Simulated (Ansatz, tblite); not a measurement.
**The cluster InTe₃: which isomer is lowest**

Aim: relax the candidate shapes of the cluster InTe₃ that a cheap search turned up, and see how the levels of theory order them.

The runs use Ansatz 0.2.0, Gaussian basis; relaxed with PBE-D4/def2-SVP, doublet.

5 further runs of the same task are left out: 1 that didn't finish, 4 set aside as unsound or not needed. Runs told in other sessions of the task aren't counted.

## Step 1: Where the work starts

4 atoms, charge 0, spin multiplicity 2.

Atoms are counted from 1 here; the program's logs count them from 0.

Bond lengths: In1–Te2 3.013 Å, In1–Te3 3.012 Å, Te2–Te4 2.692 Å, Te3–Te4 2.691 Å. Angles: Te2–In1–Te3 90.7°, In1–Te2–Te4 70.7°, In1–Te3–Te4 70.7°, Te2–Te4–Te3 105.6°.

Geometry (Å):

```xyz
4

In   -1.23516   -1.36044    0.16596
Te    1.22091   -0.57671    1.72579
Te   -1.26510    1.32052   -1.20570
Te    1.27935    0.61662   -0.68604
```

In, Te take a core potential in the def2 sets. No spin-orbit coupling is included.

A search from random starts with GFN2-xTB found 5 distinct shapes; 2 go on here. The structure above is candidate A, which lies 0.00 eV above the lowest at that level; B lies 1.47 eV above the lowest at that level.

## Step 2: Relaxing candidate A

Input file in.yaml:

```yaml
crystal:
  periodic: [false, false, false]
  atoms:
    - {symbol: In, position_ang: [-1.235160, -1.360440, 0.165960]}
    - {symbol: Te, position_ang: [1.220910, -0.576710, 1.725790]}
    - {symbol: Te, position_ang: [-1.265100, 1.320520, -1.205700]}
    - {symbol: Te, position_ang: [1.279350, 0.616620, -0.686040]}
basis:
  gaussian: {orbitals: def2-SVP}
magnetization: {spin_polarized: true, initial_magnetization: 1}
hamiltonian: {xc: pbe, dispersion: d4}
scf: {lower_state_search: "off"}
output: {orbitals: {seedname: orbitals}}
relax: {f_tol: 0.02, max_steps: 100}
```

On the command line:

```console
$ ansatz run in.yaml --threads 4 --pin off --events-out ev --progress --plain --max-ram 4787MiB
```

Output, shortened:

```text
Functional definition: PBE
  name "PBE"
  cite "Perdew, Burke & Ernzerhof, Phys. Rev. Lett. 77, 3865 (1996) doi:10.1103/PhysRevLett.77.3865"
  parent pbe
[...]
1276 factors; their error is unknown
[...]
mean field -27056.32929815 eV, -994.3017622683 hartree, gradient 9.5e-7 eV, S^2 0.751656; 0 other end points of the search recorded, 0 dependent functions left out
[...]
reference -27056.32933059 eV, -994.3017634603 hartree; 47, 46 occupied and 57, 58 virtual orbitals, 1276 factors
relax step   1: F+E_penalty+E_count = -27056.62810946 eV  Δ(F+E_penalty+E_count) = +0.000e0 eV  max|allowed force component| = 6.588e-1 eV/Å  Δτ_max = 0.0000 Å  (20 SCF iters, accepted)
[...]
relax step   4: F+E_penalty+E_count = -27056.68267052 eV  Δ(F+E_penalty+E_count) = -1.187e-3 eV  max|allowed force component| = 3.653e-2 eV/Å  Δτ_max = 0.0883 Å  (22 SCF iters, accepted)
[...]
relax step   5: F+E_penalty+E_count = -27056.68375417 eV  Δ(F+E_penalty+E_count) = -1.084e-3 eV  max|allowed force component| = 6.103e-3 eV/Å  Δτ_max = 0.0298 Å  (22 SCF iters, accepted)
Total energy: -27056.68378704 eV, -994.3147894948 hartree
Atom 0 at    -1.328136    -1.423651     0.204651 Å, force    -0.001710    -0.004957    -0.001734 eV/Å
Atom 1 at     1.233779    -0.585547     1.712081 Å, force     0.004947     0.002108     0.003739 eV/Å
Atom 2 at    -1.254808     1.314211    -1.222524 Å, force    -0.000242     0.006103    -0.002413 eV/Å
Atom 3 at     1.349165     0.694976    -0.694198 Å, force    -0.002995    -0.003254     0.000408 eV/Å
Dipole moment:    -0.189976    -0.272482    -0.015295 e Å
Checks for a lower state left out: stability, starts, cluster_reference, orbital_swaps, neighbouring_geometries, increment
```

Run time: 8.5 s. Hardware: 4 threads of Arm Neoverse V1, shared host.

Step by step:

| step | energy from step 1 (eV) | largest force component (eV/Å) |
| --- | --- | --- |
| 1 | 0.0000 | 0.6588 |
| 2 | -0.0340 | 0.4041 |
| 3 | -0.0534 | 0.0492 |
| 4 | -0.0546 | 0.0365 |
| 5 | -0.0556 | 0.0061 |

Distances of close pairs at the start and the end, largest changes first:

| bond | before (Å) | after (Å) | change (Å) |
| --- | --- | --- | --- |
| In1–Te4 | 3.310 | 3.531 | +0.220 |
| In1–Te3 | 3.012 | 3.088 | +0.077 |
| In1–Te2 | 3.013 | 3.088 | +0.075 |
| Te3–Te4 | 2.691 | 2.728 | +0.038 |
| Te2–Te4 | 2.692 | 2.728 | +0.037 |

## Step 3: Relaxing candidate B

Input file in.yaml:

```yaml
crystal:
  periodic: [false, false, false]
  atoms:
    - {symbol: In, position_ang: [-0.932790, -0.521010, 0.060180]}
    - {symbol: Te, position_ang: [-3.297380, -1.655530, 0.284370]}
    - {symbol: Te, position_ang: [3.279510, 0.675120, -0.668820]}
    - {symbol: Te, position_ang: [0.950650, 1.501420, 0.324270]}
basis:
  gaussian: {orbitals: def2-SVP}
magnetization: {spin_polarized: true, initial_magnetization: 1}
hamiltonian: {xc: pbe, dispersion: d4}
scf: {lower_state_search: "off"}
output: {orbitals: {seedname: orbitals}}
relax: {f_tol: 0.02, max_steps: 100}
```

Launched as before.

Output, shortened:

```text
Functional definition: PBE
  name "PBE"
  cite "Perdew, Burke & Ernzerhof, Phys. Rev. Lett. 77, 3865 (1996) doi:10.1103/PhysRevLett.77.3865"
  parent pbe
[...]
1276 factors; their error is unknown
[...]
mean field -27055.43995674 eV, -994.2690795744 hartree, gradient 5.2e-6 eV, S^2 0.753150; 0 other end points of the search recorded, 0 dependent functions left out
[...]
reference -27055.43999178 eV, -994.2690808619 hartree; 47, 46 occupied and 57, 58 virtual orbitals, 1276 factors
relax step   1: F+E_penalty+E_count = -27055.65013593 eV  Δ(F+E_penalty+E_count) = +0.000e0 eV  max|allowed force component| = 7.502e-1 eV/Å  Δτ_max = 0.0000 Å  (38 SCF iters, accepted)
[...]
relax step   3: F+E_penalty+E_count = -27055.72227827 eV  Δ(F+E_penalty+E_count) = -3.048e-2 eV  max|allowed force component| = 2.722e-1 eV/Å  Δτ_max = 0.1666 Å  (24 SCF iters, accepted)
[...]
relax step   8: F+E_penalty+E_count = -27055.77700561 eV  Δ(F+E_penalty+E_count) = -3.094e-4 eV  max|allowed force component| = 3.531e-2 eV/Å  Δτ_max = 0.0643 Å  (22 SCF iters, accepted)
[...]
relax step   9: F+E_penalty+E_count = -27055.77739310 eV  Δ(F+E_penalty+E_count) = -3.875e-4 eV  max|allowed force component| = 7.010e-3 eV/Å  Δτ_max = 0.0215 Å  (23 SCF iters, accepted)
Total energy: -27055.77742743 eV, -994.2814813934 hartree
Atom 0 at    -1.031696    -0.036730     0.280126 Å, force    -0.002796    -0.001919     0.000026 eV/Å
Atom 1 at    -2.750218    -1.912470     0.026379 Å, force     0.003493     0.003375     0.000348 eV/Å
Atom 2 at     2.768488     0.144741    -0.733334 Å, force     0.006312    -0.005433    -0.003960 eV/Å
Atom 3 at     1.013416     1.804459     0.426829 Å, force    -0.007010     0.003977     0.003586 eV/Å
Dipole moment:     0.268610     0.482960     0.114997 e Å
Checks for a lower state left out: stability, starts, cluster_reference, orbital_swaps, neighbouring_geometries, increment
```

Wall time 15 s (4 threads of Arm Neoverse V1, shared host).

Step by step:

| step | energy from step 1 (eV) | largest force component (eV/Å) |
| --- | --- | --- |
| 1 | 0.0000 | 0.7502 |
| 2 | -0.0417 | 0.3398 |
| 3 | -0.0721 | 0.2722 |
| 4 | -0.0972 | 0.3195 |
| 5 | -0.1134 | 0.2798 |
| 6 | -0.1242 | 0.0824 |
| 7 | -0.1266 | 0.0139 |
| 8 | -0.1269 | 0.0353 |
| 9 | -0.1273 | 0.0070 |

The force was under the threshold of 0.02 eV/Å already at step 7, but the program went on to step 9.

Close pairs (by a distance rule), those that changed most:

| bond | before (Å) | after (Å) | change (Å) |
| --- | --- | --- | --- |
| In1–Te2 | 2.632 | 2.557 | -0.076 |
| In1–Te4 | 2.776 | 2.756 | -0.020 |
| Te3–Te4 | 2.663 | 2.680 | +0.017 |

## Step 4: The relaxed candidates

| candidate | point group | bonds (count, mean Å) | energy above the lowest (kJ/mol) |
| --- | --- | --- | --- |
| A | Cs | In–Te 2, 3.09; Te–Te 2, 2.73 | 0.0 |
| B | Cs | In–Te 2, 2.66; Te–Te 1, 2.68 | 87.5 |

## Step 5: Candidate B, GFN1-xTB

Tight binding, by tblite at 300 K electronic temperature and without a spin-polarisation term:

```python
tblite.interface.Calculator('GFN1-xTB', numbers, positions, charge=0, uhf=1).singlepoint()
```

Energy -350.8649 eV; 0.006 s.

## Step 6: Candidate B, GFN2-xTB

Tight binding, by tblite at 300 K electronic temperature and without a spin-polarisation term:

```python
tblite.interface.Calculator('GFN2-xTB', numbers, positions, charge=0, uhf=1).singlepoint()
```

Energy -286.7607 eV; 0.014 s.

## Step 7: Candidate B, PBE0-D4/def2-TZVP

start.molden holds the orbitals of an earlier run on this state, given as this run's starting guess.

Input file in.yaml:

```yaml
crystal:
  periodic: [false, false, false]
  atoms:
    - {symbol: In, position_ang: [-1.031696, -0.036730, 0.280126]}
    - {symbol: Te, position_ang: [-2.750218, -1.912470, 0.026379]}
    - {symbol: Te, position_ang: [2.768488, 0.144741, -0.733334]}
    - {symbol: Te, position_ang: [1.013416, 1.804459, 0.426829]}
basis:
  gaussian: {orbitals: def2-TZVP, initial_orbitals: start.molden}
magnetization: {spin_polarized: true, initial_magnetization: 1}
hamiltonian: {xc: pbe0, dispersion: d4}
scf: {omitted_lower_state_checks: [starts]}
output: {orbitals: {seedname: orbitals}}
```

Same command.

Output:

```text
Functional definition: PBE0
  name "PBE0"
  cite "Adamo & Barone, J. Chem. Phys. 110, 6158 (1999) doi:10.1063/1.478522"
  cite "Perdew, Burke & Ernzerhof, Phys. Rev. Lett. 77, 3865 (1996) doi:10.1103/PhysRevLett.77.3865"
  parent pbe
  parameter a = 0.25
  parameter kappa = 0.804
  parameter beta = 0.06672455060314922
  exchange = (1 - a)*pbe_x(kappa = kappa, mu = beta*pi^2/3) + a*exact_x
  correlation = pbe_c(beta = beta)
these checks for a lower state are left out or cut short: starts
1795 factors; their error is unknown
mean field evaluation 1: about -27056.5478 eV, gradient 2.5e1 eV
mean field evaluation 2: about -27057.2625 eV, gradient 1.1e0 eV
mean field evaluation 4: about -27057.3003 eV, gradient 5.5e-3 eV
mean field evaluation 8: about -27057.7876 eV, gradient 1.9e-5 eV
mean field -27057.78759142 eV, -994.3553535577 hartree, gradient 6.1e-6 eV, S^2 0.755359; 0 other end points of the search recorded, 0 dependent functions left out
reference -27057.78762126 eV, -994.3553546542 hartree; 47, 46 occupied and 153, 154 virtual orbitals, 1795 factors
Total energy: -27057.98455727 eV, -994.3625919189 hartree
Checks for a lower state left out: starts
```

It took 14 s on 4 threads of Arm Neoverse V1, shared host; peak memory 0.96 GiB.

HOMO -6.17 eV, LUMO -4.31 eV (over both spins); ⟨S²⟩ 0.755 (pure: 0.75).

## Step 8: Candidate B, PBE-D4/def2-TZVP

Changes to in.yaml since step 7:

```diff
@@ -10,4 +10,4 @@
 magnetization: {spin_polarized: true, initial_magnetization: 1}
-hamiltonian: {xc: pbe0, dispersion: d4}
+hamiltonian: {xc: pbe, dispersion: d4}
 scf: {omitted_lower_state_checks: [starts]}
-output: {orbitals: {seedname: orbitals}}
+output: {forces: true, orbitals: {seedname: orbitals}}
```

The command is unchanged.

Output, shortened:

```text
Functional definition: PBE
  name "PBE"
  cite "Perdew, Burke & Ernzerhof, Phys. Rev. Lett. 77, 3865 (1996) doi:10.1103/PhysRevLett.77.3865"
  parent pbe
[...]
1546 factors; their error is unknown
[...]
mean field -27056.62966084 eV, -994.3128003935 hartree, gradient 5.0e-6 eV, S^2 0.753081; 0 other end points of the search recorded, 0 dependent functions left out
[...]
reference -27056.62970040 eV, -994.3128018476 hartree; 47, 46 occupied and 153, 154 virtual orbitals, 1546 factors
Total energy: -27056.85362628 eV, -994.3210309718 hartree
Atom 0 at    -1.031696    -0.036730     0.280126 Å, force    -0.037640    -0.087797    -0.024116 eV/Å
Atom 1 at    -2.750218    -1.912470     0.026379 Å, force     0.175756     0.194593     0.027052 eV/Å
Atom 2 at     2.768488     0.144741    -0.733334 Å, force    -0.147140     0.121399     0.090219 eV/Å
Atom 3 at     1.013416     1.804459     0.426829 Å, force     0.009024    -0.228195    -0.093155 eV/Å
Dipole moment:     0.289584     0.506818     0.118477 e Å
Checks for a lower state left out: starts
```

It took 6.5 s on 4 threads of Arm Neoverse V1, shared host.

From the report: HOMO -5.31 eV, LUMO -4.93 eV (over both spins); ⟨S²⟩ 0.753 (pure: 0.75).

## Step 9: Candidate B, r2SCAN-D4/def2-TZVP

Changes to in.yaml since step 8:

```diff
@@ -10,4 +10,4 @@
 magnetization: {spin_polarized: true, initial_magnetization: 1}
-hamiltonian: {xc: pbe, dispersion: d4}
+hamiltonian: {xc: r2scan, dispersion: d4}
 scf: {omitted_lower_state_checks: [starts]}
-output: {forces: true, orbitals: {seedname: orbitals}}
+output: {orbitals: {seedname: orbitals}}
```

The command is unchanged.

Output:

```text
Functional definition: r2SCAN
  name "r2SCAN"
  cite "Furness, Kaplan, Ning, Perdew & Sun, J. Phys. Chem. Lett. 11, 8208 (2020) doi:10.1021/acs.jpclett.0c02405"
  cite "Furness, Kaplan, Ning, Perdew & Sun, J. Phys. Chem. Lett. 11, 9248 (2020) doi:10.1021/acs.jpclett.0c03077"
  parent r2scan
  parameter k0 = 0.174
  parameter k1 = 0.065
  parameter a1 = 4.9479
  exchange = r2scan_x(k0 = k0, k1 = k1, a1 = a1)
  correlation = r2scan_c
these checks for a lower state are left out or cut short: starts
1546 factors; their error is unknown
mean field evaluation 1: about -27067.7321 eV, gradient 5.2e0 eV
mean field evaluation 2: about -27067.8015 eV, gradient 1.3e-1 eV
mean field evaluation 4: about -27067.4260 eV, gradient 2.0e-2 eV
mean field evaluation 8: about -27067.4260 eV, gradient 2.0e-5 eV
mean field -27067.42604842 eV, -994.7095603192 hartree, gradient 2.0e-5 eV, S^2 0.756491; 0 other end points of the search recorded, 0 dependent functions left out
reference -27067.42606796 eV, -994.7095610373 hartree; 47, 46 occupied and 153, 154 virtual orbitals, 1546 factors
Total energy: -27067.47055917 eV, -994.7111960591 hartree
Checks for a lower state left out: starts
```

It took 12 s on 4 threads of Arm Neoverse V1, shared host.

Report: HOMO -5.51 eV, LUMO -4.85 eV (over both spins); ⟨S²⟩ 0.756 (pure: 0.75).

## Step 10: Candidate B, B3LYP-D4/def2-TZVP

Changes to in.yaml since step 9:

```diff
@@ -10,3 +10,3 @@
 magnetization: {spin_polarized: true, initial_magnetization: 1}
-hamiltonian: {xc: r2scan, dispersion: d4}
+hamiltonian: {xc: {name: B3LYP}, dispersion: d4}
 scf: {omitted_lower_state_checks: [starts]}
```

The command is unchanged.

Output, shortened:

```text
Functional definition: B3LYP
  name "B3LYP"
  cite "Stephens, Devlin, Chabalowski & Frisch, J. Phys. Chem. 98, 11623 (1994) doi:10.1021/j100096a001"
  cite "Becke, Phys. Rev. A 38, 3098 (1988) doi:10.1103/PhysRevA.38.3098"
  cite "Lee, Yang & Parr, Phys. Rev. B 37, 785 (1988) doi:10.1103/PhysRevB.37.785"
  cite "Vosko, Wilk & Nusair, Can. J. Phys. 58, 1200 (1980) doi:10.1139/p80-159"
[...]
1734 factors; their error is unknown
[...]
mean field -27065.85919394 eV, -994.6519794791 hartree, gradient 1.3e-5 eV, S^2 0.753818; 0 other end points of the search recorded, 0 dependent functions left out
reference -27065.85943357 eV, -994.6519882851 hartree; 47, 46 occupied and 153, 154 virtual orbitals, 1734 factors
Total energy: -27066.23364100 eV, -994.6657401546 hartree
Checks for a lower state left out: starts
```

It took 12 s on 4 threads of Arm Neoverse V1, shared host; peak memory 0.95 GiB.

From the report: HOMO -5.98 eV, LUMO -4.53 eV (over both spins); ⟨S²⟩ 0.754 (pure: 0.75).

## Step 11: Candidate B, B97M-V/def2-TZVP

Changes to in.yaml since step 10:

```diff
@@ -10,3 +10,3 @@
 magnetization: {spin_polarized: true, initial_magnetization: 1}
-hamiltonian: {xc: {name: B3LYP}, dispersion: d4}
+hamiltonian: {xc: {name: B97M-V}}
 scf: {omitted_lower_state_checks: [starts]}
```

Same command.

Output, shortened:

```text
Functional definition: B97M-V
  name "B97M-V"
  cite "Mardirossian & Head-Gordon, J. Chem. Phys. 142, 074111 (2015) doi:10.1063/1.4907719"
  cite "Becke, J. Chem. Phys. 107, 8554 (1997) doi:10.1063/1.475007"
  cite "Vydrov & Van Voorhis, J. Chem. Phys. 133, 244103 (2010) doi:10.1063/1.3521275"
  # Of w^i u^j: cxij and so on, Table III.
[...]
  gx(w, u) = cx00 + cx01*u + cx02*u^2 + (cx10 + cx11*u)*w
  gss(w, u) = css00 + css02*u^2 + css10*w + (css32*w^3 + css42*w^4)*u^2
  gos(w, u) = cos00 + cos01*u + cos03*u^3 + cos10*w + cos32*w^3*u^2
[...]
      + integral(e_c_pw_mod_opposite_spin*gos(b97_w_opposite, b97_u_opposite)) + vv10(b, c)
[...]
1546 factors; their error is unknown
[...]
mean field -27055.79100572 eV, -994.2819803862 hartree, gradient 1.4e-5 eV, S^2 0.756498; 0 other end points of the search recorded, 0 dependent functions left out
reference -27055.79106482 eV, -994.2819825581 hartree; 47, 46 occupied and 153, 154 virtual orbitals, 1546 factors
Total energy: -27055.79106482 eV, -994.2819825581 hartree
Checks for a lower state left out: starts
```

Wall time 24 s (4 threads of Arm Neoverse V1, shared host); peak memory 0.62 GiB.

HOMO -5.42 eV, LUMO -4.77 eV (over both spins); ⟨S²⟩ 0.756 (pure: 0.75).

## Step 12: Candidate B, CCSD(T)/def2-SVP

Changes to in.yaml since step 11:

```diff
@@ -8,6 +8,6 @@
 basis:
-  gaussian: {orbitals: def2-TZVP, initial_orbitals: start.molden}
+  gaussian: {orbitals: def2-SVP, initial_orbitals: start.molden}
 magnetization: {spin_polarized: true, initial_magnetization: 1}
-hamiltonian: {xc: {name: B97M-V}}
-scf: {omitted_lower_state_checks: [starts]}
+correlation: {method: ccsd_t}
+scf: {omitted_lower_state_checks: [starts, cluster_reference]}
 output: {orbitals: {seedname: orbitals}}
```

Same command.

Output, shortened:

```text
Functional definition: HF
  name "HF"
  cite "Fock, Z. Phys. 61, 126 (1930) doi:10.1007/BF01340294"
  parent pbe
[...]
1338 factors; integrals over basis functions are off by at most 2.3e-4 eV
[...]
mean field -26947.51139626 eV, -990.3027781335 hartree, gradient 2.0e-6 eV, S^2 0.762657; 0 other end points of the search recorded, 0 dependent functions left out
16 core orbitals not correlated: weight in the atoms' cores, before any rotation towards them, 1.000 or more for the frozen orbitals, at most 0.000 for the correlated occupied ones
reference -26947.51139626 eV, -990.3027781335 hartree; 31, 30 occupied and 57, 58 virtual orbitals, 1338 factors
second order -10.86886651 eV of doubles, -0.00000000 eV of singles
cycle   1  -11.14820640 eV  change   -2.8e-1 eV  update   1.4e-1
[...]
cycle  12  -11.63392127 eV  change   -4.2e-5 eV  update   4.7e-5
perturbative correction -0.52655647 eV, -0.0193505934 hartree
Total energy: -26959.67187400 eV, -990.7496674476 hartree
Checks for a lower state left out: starts, cluster_reference
```

Run time: 61 s. Hardware: 4 threads of Arm Neoverse V1, shared host; peak memory 1.4 GiB.

Hartree-Fock HOMO -7.95 eV, LUMO -0.92 eV (over both spins); ⟨S²⟩ 0.763 (pure: 0.75); T1 0.020.

## Step 13: B against A

The energies of A at these levels come from its own runs, whose logs aren't repeated here.

Differences are taken before rounding.

| method | B above A (kJ/mol) | from CCSD(T)/def2-SVP (kJ/mol) | time |
| --- | --- | --- | --- |
| GFN1-xTB | 223.8 | +182.0 | 0.01 s |
| GFN2-xTB | 138.5 | +96.7 | 0.022 s |
| HF/def2-SVP | -8.8 | -50.6 |  |
| PBE-D4/def2-TZVP | 83.8 | +41.9 | 11 s |
| r2SCAN-D4/def2-TZVP | 65.8 | +24.0 | 25 s |
| B97M-V/def2-TZVP | 65.7 | +23.9 | 44 s |
| B3LYP-D4/def2-TZVP | 76.6 | +34.8 | 23 s |
| PBE0-D4/def2-TZVP | 71.0 | +29.2 | 27 s |
| MP2/def2-SVP | 48.0 | +6.2 |  |
| CCSD/def2-SVP | 35.1 | -6.7 |  |
| CCSD(T)/def2-SVP | 41.8 | 0 | 2 min |

Among the levels timed on like hardware and quicker than the yardstick, those that no quicker one beats, quickest first: GFN1-xTB (0.01 s, +182.0 kJ/mol); GFN2-xTB (0.022 s, +96.7 kJ/mol); PBE-D4/def2-TZVP (11 s, +41.9 kJ/mol); B3LYP-D4/def2-TZVP (23 s, +34.8 kJ/mol); r2SCAN-D4/def2-TZVP (25 s, +24.0 kJ/mol); B97M-V/def2-TZVP (44 s, +23.9 kJ/mol).

Times add the two runs; a level without a time comes out of a correlated run.

## Step 14: Results

| quantity | value |
| --- | --- |
| B above A, CCSD(T)/def2-SVP | +41.8 kJ/mol |
| levels that put B lower | HF/def2-SVP |

In words: The levels disagree on B and A: 1 of 11 put B lower. The yardstick is in a double-zeta basis, so levels in larger sets aren't compared like for like. CCSD(T)/def2-SVP isn't at the basis-set limit; small misses against it rank nothing. The search was small, so a lower isomer may exist. Only doublets are compared; another spin may lie lower and prefer another shape.
